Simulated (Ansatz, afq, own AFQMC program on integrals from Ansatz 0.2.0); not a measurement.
Two steps: Ansatz 0.2.0 writes the Fock matrix and Cholesky factors of the valence space, and afq projects on them the lowest state that overlaps trial and start.

```yaml
crystal:
  periodic: [false, false, false]
  atoms:
    - {symbol: C, position_ang: [-1.685174, -1.065852, -0.180436]}
    - {symbol: O, position_ang: [-1.261379, 0.062505, 0.532035]}
    - {symbol: C, position_ang: [-0.100589, -0.068038, 1.197378]}
    - {symbol: H, position_ang: [-2.654338, -0.826996, -0.637906]}
    - {symbol: H, position_ang: [-1.811391, -1.939810, 0.485841]}
    - {symbol: H, position_ang: [-0.967955, -1.333208, -0.976931]}
    - {symbol: H, position_ang: [0.177372, 0.812708, 1.778385]}
    - {symbol: H, position_ang: [0.209753, -1.071109, 1.515636]}
basis:
  gaussian: {orbitals: def2-SVP}
magnetization: {spin_polarized: true, initial_magnetization: 1}
correlation: {method: ccsd_t, electrons: outside_noble_gas, hamiltonian_folder: ham}
```

```sh
$ ansatz run in.yaml --threads 1 --pin off --events-out ev --progress --plain --max-ram 16896MiB --backend cuda --devices 0, --max-vram 18GiB
```

afq runs on the folder ham with

```
--method free --trial cisd --walkers 4000 --time-step 0.03 --max-blocks 4000 --target-error 0.00052 --factor-cut 1e-05 --seed 9559 --times 0,0.21,0.42,0.81,1.2,1.8,2.4,3 --taylor-order 8
```

Times are imaginary, in 1/Eh. The walk had a cap of 142 s.

Output of the walk:

```
orbitals 64  electrons 10 9  factors 534 of 684
reference energy -153.32433909 Eh
CCSD correlation -0.48417477 Eh in 12 cycles, weight of the determinant in the CISD state 0.8525
repeat  energy at the last time / Eh  error
    10  -153.821222  0.000806
time / (1/Eh)  energy / Eh  error  mean overlap
  0.00  -153.808510  0.000123  1.1730
  0.21  -153.816212  0.000136  1.1763
  0.42  -153.819277  0.000119  1.1765
  0.81  -153.820905  0.000136  1.1806
  1.20  -153.822377  0.000203  1.1713
  1.80  -153.821988  0.000328  1.1805
  2.40  -153.821963  0.000367  1.1758
  3.00  -153.821382  0.000586  1.1922
energy -153.821382 +/- 0.000586 Eh
```

The run passed its tests (error under three times the target), which doesn't prove that it has relaxed, ending at its cap on processor time.

Against this walk (error 15.9 meV) on the same determinant: CCSD(T) 21.6 meV higher (within the noise), CCSDT(Q) 24.4 meV lower (within the noise). The error is statistical, and a free projection of finite length keeps a remainder of its start.

Cautions: remainder of the start not in the error; error above the target (15.9 against 14.1 meV).

The walk took 2.4 min on 1 × NVIDIA H100 80GB HBM3 with 2 threads of AMD EPYC 7R13 Processor (Zen 3), with other jobs on the host (the card was shared). The log's last line is the free-projection energy.

CCSDT and higher add their correlation energy to the determinant of the CCSD(T) run, since their own runs factorise the integrals more tightly (a shift of under 2 meV).
